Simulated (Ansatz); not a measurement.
# BFHO+: one structure at several levels

An exercise on one series of results from a longer session: the logs are not shown, and one member is left open.

Method: single points in def2-TZVPP; program: Ansatz 0.2.0, Gaussian basis.

Correlated methods freeze the cores.

1 further run of the same task is left out (it didn't finish).

### Starting geometry

SMILES `[OH+]=BF`, 4 atoms, charge 1, spin multiplicity 1.

Atoms are counted from 1 here; the program's logs count them from 0.

Bond lengths: O1–B2 1.302 Å, O1–H4 1.035 Å, B2–F3 1.223 Å. Angles: B2–O1–H4 115.8°, O1–B2–F3 166.3°.

As a file:

```xyz
4
charge 1, multiplicity 1
O     0.6137   -0.4667    0.0435
B    -0.3724    0.3760   -0.0737
F    -1.4494    0.9280   -0.2532
H     1.5622   -0.0702   -0.0796
```

The first run:

Input file run/in.yaml:

```yaml
crystal:
  periodic: [false, false, false]
  atoms:
    - {symbol: O, position_ang: [0.613674, -0.466741, 0.043514]}
    - {symbol: B, position_ang: [-0.372355, 0.375997, -0.073727]}
    - {symbol: F, position_ang: [-1.449357, 0.927976, -0.253194]}
    - {symbol: H, position_ang: [1.562200, -0.070192, -0.079642]}
basis:
  gaussian: {orbitals: def2-TZVPP}
total_charge: 1
hamiltonian: {xc: pbe, dispersion: d4}
output: {forces: true}
```

The run is started by

```
$ ansatz run in.yaml --threads 2 --pin off --events-out ev --progress --plain --max-ram 3481MiB
```

Steps of the session up to this table: PBE-D4/def2-TZVPP; r2SCAN-D4/def2-TZVPP; PBE0-D4/def2-TZVPP; wB97M-V/def2-TZVPP; CCSD(T)/def2-TZVPP.

One table of the session follows, with a row left open; its other results are not shown here.

```
   method  RMS force component (eV/Å)  angle to CCSD(T) forces (°)
   PBE-D4                           ?                            ?
r2SCAN-D4                       1.430                          5.3
  PBE0-D4                       1.466                          7.9
  wB97M-V                       1.459                          5.0
  CCSD(T)                       1.396                    reference
```

Q: Estimate the row for PBE-D4 from the others.

As computed: RMS force component (eV/Å): 1.359; angle to CCSD(T) forces (°): 9.3. In the column «RMS force component (eV/Å)» it is the lowest.
